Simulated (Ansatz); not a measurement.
Energy needed to pull apart CH$_{5}$AlS (SMILES C[S][AlH2]), closed shell, into free ground-state atoms, from the structure below (displaced at random from its PBE0-D4/def2-TZVP minimum); no zero-point or spin–orbit terms; open-shell atoms are treated unrestricted, in their ground-state multiplicity.

```json
{"atom": "C1", "x (Å)": "-0.7125", "y (Å)": "1.0448", "z (Å)": "-0.5074"}
{"atom": "S2", "x (Å)": "-1.0757", "y (Å)": "-0.4222", "z (Å)": "0.4661"}
{"atom": "Al3", "x (Å)": "0.8698", "y (Å)": "-1.3841", "z (Å)": "0.6754"}
{"atom": "H4", "x (Å)": "-1.2802", "y (Å)": "1.0386", "z (Å)": "-1.4227"}
{"atom": "H5", "x (Å)": "0.3028", "y (Å)": "1.1720", "z (Å)": "-0.7827"}
{"atom": "H6", "x (Å)": "-1.0183", "y (Å)": "1.9464", "z (Å)": "0.0477"}
{"atom": "H7", "x (Å)": "2.0884", "y (Å)": "-0.6284", "z (Å)": "-0.0139"}
{"atom": "H8", "x (Å)": "0.9476", "y (Å)": "-2.6854", "z (Å)": "1.4494"}
```

Ansatz 0.2.0; basis: def2-TZVPP; cores frozen in the correlated methods.

```csv
method,atomization energy (kJ/mol)
PBE-D4,2521
r2SCAN-D4,?
PBE0-D4,2503
wB97M-V,2526
HF,1888
MP2,2462
CCSD,?
CCSD(T),2453
```

**Question.** What does r2SCAN-D4 give? (Judge from chemistry; the value comes from the calculation.)

**Answer.** The calculation gives: 2523 kJ/mol, which is about 70 kJ/mol more than CCSD(T)/def2-TZVPP.

**Question.** What does CCSD give? (Judge from chemistry; the value comes from the calculation.)

**Answer.** The calculation gives: 2423 kJ/mol, which is about 30 kJ/mol less than CCSD(T)/def2-TZVPP.

In triple zeta the MP2 and coupled-cluster atomization energies are still short of their basis limit by a few kcal/mol a bond, whereas those of the functionals are nearly converged, so these differences are not deviations from converged CCSD(T).

The T1 diagnostic stays at or below 0.011.

For scale, one of the runs: CCSD(T)/def2-TZVPP forces, 185 basis functions (an equivalent command: `ansatz run in.yaml --threads 2`). Time: 120 s of wall clock on 2 CPU threads; the host was shared. Peak host memory: 3.2 GiB.
